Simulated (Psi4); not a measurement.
# SO3 (sulfur trioxide): CAM-B3LYP/6-311+G(d,p)

Aim: the energy change on altering one bond length of SO3 (sulfur trioxide) at CAM-B3LYP/6-311+G**, from 2 runs. 

The calculation is run with Psi4 1.11.

2 further runs of the same task are left out: 2 set aside as unsound or not needed.

### Step 1. The structure to begin with

SO3 has 4 atoms, charge 0, and is taken as a singlet. SMILES: `O=S(=O)=O`. The coordinates come from a PBE0-D4/def2-TZVP relaxation.

Bond lengths: O1–S2 1.419 Å, S2–O3 1.419 Å, S2–O4 1.419 Å. Angles: O1–S2–O3 120.0°, O1–S2–O4 120.0°, O3–S2–O4 120.0°.

### Step 2. A single-point energy at CAM-B3LYP/6-311+G(d,p)

The input, job.json:

```json
{
  "schema_name": "qcschema_input",
  "schema_version": 1,
  "molecule": {
    "schema_name": "qcschema_molecule",
    "schema_version": 2,
    "symbols": ["O", "S", "O", "O"],
    "geometry": [-2.11946013, -1.2937254, 1.01425381, 1.89e-05, -5.669e-05, -7.559e-05, 2.47353811, -0.61922546, 0.83234877, -0.35409688, 1.91300755, -1.84654588],
    "molecular_charge": 0,
    "molecular_multiplicity": 1,
    "fix_symmetry": "c1",
    "fix_com": true,
    "fix_orientation": true
  },
  "driver": "energy",
  "model": {
    "method": "cam-b3lyp",
    "basis": "6-311+G**"
  },
  "keywords": {
    "puream": true,
    "e_convergence": 1e-09,
    "d_convergence": 1e-08,
    "scf_type": "pk",
    "dft_radial_points": 99,
    "dft_spherical_points": 590,
    "scf_properties": ["DIPOLE", "MAYER_INDICES", "WIBERG_LOWDIN_INDICES"]
  }
}
```

On the command line:

```bash
$ psi4 --qcschema job.json -n 1 --memory 2200MB
```

stdout, cut to the lines that bear on the results:

```text
[...]
  Running in c1 symmetry.
[...]
  Nuclear repulsion =  184.488954521375945
[...]
  Multiplicity = 1
[...]
  Nalpha       = 20
  Nbeta        = 20
[...]
    Number of basis functions: 96
[...]
   @RKS iter   1:  -623.44605645981892    5.92003e-01   1.04149e-02 ADIIS/DIIS
[...]
   @RKS iter  10:  -623.78082368491698   -6.68479e-11   4.56662e-09 DIIS
[...]
    Orbital Energies [Eh]
    ---------------------
    Doubly Occupied:
       1A    -89.214494     2A    -19.287572     3A    -19.287570
       4A    -19.287534     5A     -8.284208     6A     -6.248664
       7A     -6.245727     8A     -6.245727     9A     -1.333890
      10A     -1.193982    11A     -1.193978    12A     -0.718864
      13A     -0.656107    14A     -0.622839    15A     -0.622838
      16A     -0.510811    17A     -0.510810    18A     -0.480526
      19A     -0.480522    20A     -0.426567
[...]
  @RKS Final Energy:  -623.78082368491698
   => Energetics <=
    Nuclear Repulsion Energy =            184.4889545213759448
    One-Electron Energy =               -1224.0336259186542520
    Two-Electron Energy =                 454.6069486346701751
    DFT Exchange-Correlation Energy =     -38.8431009223087713
    Empirical Dispersion Energy =           0.0000000000000000
    VV10 Nonlocal Energy =                  0.0000000000000000
    Total Energy =                       -623.7808236849168679
[...]
 Multipole Moments:
 ------------------------------------------------------------------------------------
     Multipole            Electronic (a.u.)      Nuclear  (a.u.)        Total (a.u.)
 ------------------------------------------------------------------------------------
 L = 1.  Multiply by 2.5417464519 to convert [e a0] to [Debye]
 Dipole X            :         -0.0001122            0.0001512            0.0000390
 Dipole Y            :          0.0003849           -0.0004535           -0.0000686
 Dipole Z            :          0.0006638           -0.0007558           -0.0000920
 Magnitude           :                                                    0.0001212
[...]
```

The result, in JSON:

```text
{
 "driver": "energy",
 "model": {
  "method": "cam-b3lyp",
  "basis": "6-311+G**"
 },
 "success": true,
 "return_result": -623.780823684917,
 "properties": {
  "calcinfo_nbasis": 96,
  "calcinfo_nmo": 96,
  "calcinfo_nalpha": 20,
  "calcinfo_nbeta": 20,
  "calcinfo_natom": 4,
  "nuclear_repulsion_energy": 184.48895452137594,
  "return_energy": -623.780823684917,
  "scf_one_electron_energy": -1224.0336259186543,
  "scf_two_electron_energy": 454.6069486346702,
  "scf_xc_energy": -38.84310092230877,
  "scf_dipole_moment": [3.899501423343388e-05, -6.858886801253128e-05, -9.201370054734426e-05],
  "scf_total_energy": -623.780823684917,
  "scf_iterations": 10
 }
}
```

Wall time 27 s (1 thread of Intel Xeon at 2.50GHz (Skylake/Cascade Lake), shared host); peak memory 0.96 GiB.

### Step 3. The distorted shape: energy and gradient at CAM-B3LYP/6-311+G(d,p)

The input, input.in:

```
memory 2200 MB

molecule {
  O
  S 1 r2
  O 2 r3 1 a3
  O 2 r4 3 a4 1 d4

  r2 = 3.1227
  r3 = 1.419399
  a3 = 119.9992
  r4 = 1.419405
  a4 = 120.00141
  d4 = 179.99096
  units angstrom
  symmetry c1
}

set basis 6-311+G**
set puream true
set e_convergence 1e-09
set d_convergence 1e-08
set scf_type pk
set dft_radial_points 99
set dft_spherical_points 590

e_tot, wfn = gradient('cam-b3lyp', return_wfn=True)
oeprop(wfn, 'WIBERG_LOWDIN_INDICES', 'MULLIKEN_CHARGES', 'DIPOLE')
print_variables()
```

On the command line:

```bash
$ psi4 -n 1 input.in input.out
```

input.out, cut to the lines that bear on the results:

```text
[...]
  Running in c1 symmetry.
[...]
  Nuclear repulsion =  147.737601151454868
[...]
  Multiplicity = 1
[...]
  Nalpha       = 20
  Nbeta        = 20
[...]
    Number of basis functions: 96
[...]
   @RKS iter   1:  -622.61570733640804    4.80644e-01   1.33833e-02 DIIS/ADIIS
[...]
   @RKS iter  16:  -623.58012350195031   -7.95808e-13   1.98533e-09 DIIS
[...]
  @RKS Final Energy:  -623.58012350195031
   => Energetics <=
    Nuclear Repulsion Energy =            147.7376011514548679
    One-Electron Energy =               -1151.7825206744937532
    Two-Electron Energy =                 419.1006544481265905
    DFT Exchange-Correlation Energy =     -38.6358584270380874
    Empirical Dispersion Energy =           0.0000000000000000
    VV10 Nonlocal Energy =                  0.0000000000000000
    Total Energy =                       -623.5801235019503110
[...]
  -Total Gradient:
     Atom            X                  Y                   Z
    ------   -----------------  -----------------  -----------------
       1       -0.000000228583    -0.000000008794    -0.009215720394
       2       -0.000003131212    -0.000007628998     0.039743081282
       3       -0.000000404230     0.027179717061    -0.015273724612
       4        0.000003882836    -0.027172079346    -0.015269423376
[...]
 Multipole Moments:
 ------------------------------------------------------------------------------------
     Multipole            Electronic (a.u.)      Nuclear  (a.u.)        Total (a.u.)
 ------------------------------------------------------------------------------------
 L = 1.  Multiply by 2.5417464519 to convert [e a0] to [Debye]
 Dipole X            :          0.0000973            0.0000007            0.0000979
 Dipole Y            :         -0.0000105           -0.0000000           -0.0000105
 Dipole Z            :         -0.3279026            0.0057191           -0.3221835
 Magnitude           :                                                    0.3221835
[...]
  Mulliken Charges: (a.u.)
   Center  Symbol    Alpha    Beta     Spin     Total
       1     O     4.02672  4.02672  0.00000 -0.05343
       2     S     7.71525  7.71525  0.00000  0.56950
       3     O     4.12901  4.12901  0.00000 -0.25803
       4     O     4.12902  4.12902  0.00000 -0.25803
   Total alpha = 20.00000, Total beta = 20.00000, Total charge = -0.00000
  Wiberg Bond Indices using Orthogonal Lowdin Orbitals:
[...]
```

Run time: 47 s. Hardware: 1 thread of Intel Xeon at 2.50GHz (Skylake/Cascade Lake), shared host; peak memory 0.9 GiB.

### Step 4. What came out

Level: CAM-B3LYP/6-311+G**.

| quantity | value |
| --- | --- |
| first shape: total energy | -623.78082 Eh |
| first shape: dipole moment | 0.00 D |
| first shape: HOMO energy | -11.61 eV |
| first shape: LUMO energy | -1.67 eV |
| first shape: HOMO–LUMO gap | 9.93 eV |
| distorted shape: total energy | -623.58012 Eh |
| distorted shape: dipole moment | 0.82 D |
| distorted shape: HOMO energy | -11.59 eV |
| distorted shape: LUMO energy | -6.30 eV |
| distorted shape: HOMO–LUMO gap | 5.29 eV |
| distorted shape: largest force on an atom | 2.044 eV/Å |
| energy change with the O1–S2 bond stretched from 1.419 to 3.123 Å | 5.461 eV |

**Reading.** With the O1–S2 bond stretched from 1.419 to 3.123 Å the energy rises by 5.46 eV (126 kcal/mol). The first shape isn't relaxed at this level, so the change isn't measured from a minimum. A restricted reference can't describe the breaking bond well at this length.
